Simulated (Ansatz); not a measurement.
```yaml
crystal:
  periodic: [false, false, false]
  atoms:
    - {symbol: Al, position_ang: [0.012439, 0.000434, -0.350539]}
    - {symbol: F, position_ang: [-0.021324, 1.552032, 0.250395]}
    - {symbol: F, position_ang: [0.003658, -1.552648, 0.247441]}
basis:
  gaussian: {orbitals: def2-TZVP}
magnetization: {spin_polarized: true, initial_magnetization: 1}
hamiltonian: {xc: pbe0}
relax: {f_tol: 0.004, max_steps: 80}
```

```sh
$ ansatz run in.yaml --threads 1 --pin off --events-out ev --progress --plain --max-ram 2176MiB
```

Steps of the relaxation (energy above the last step; positions in Å, forces in eV/Å):

```
3
step 1, 130.9 meV
Al    0.012    0.000   -0.351    0.016    0.001   -0.443
F    -0.021    1.552    0.250   -0.003   -0.595    0.221
F     0.004   -1.553    0.247   -0.013    0.594    0.222
```

```
3
step 2, 82.7 meV
Al    0.014    0.000   -0.384    0.014    0.000   -0.389
F    -0.022    1.526    0.267   -0.003   -0.448    0.194
F     0.003   -1.526    0.264   -0.011    0.448    0.195
```

```
3
step 3, 17.4 meV
Al    0.018    0.001   -0.498   -0.020   -0.001    0.563
F    -0.023    1.455    0.324    0.015   -0.599   -0.282
F     0.000   -1.456    0.321    0.005    0.600   -0.281
```

```
3
step 4, 40.1 meV
Al    0.019    0.001   -0.528    0.028    0.001   -0.798
F    -0.023    1.364    0.339   -0.022    0.940    0.400
F    -0.001   -1.365    0.336   -0.007   -0.941    0.398
```

```
3
step 6, 0.0 meV
Al    0.018    0.001   -0.502    0.000    0.000   -0.001
F    -0.023    1.423    0.326    0.000    0.002    0.001
F     0.000   -1.424    0.323    0.000   -0.002    0.001
```

Close pairs at the end: Al1–F2 1.647 Å, Al1–F3 1.647 Å.

A stationary point of unrestricted PBE0 after 6 steps, with ⟨S²⟩ = 0.751 against 0.75 for a pure state; no frequencies were run, so it isn't proven a minimum. 18 s on 1 thread of Arm Neoverse V1, shared host.
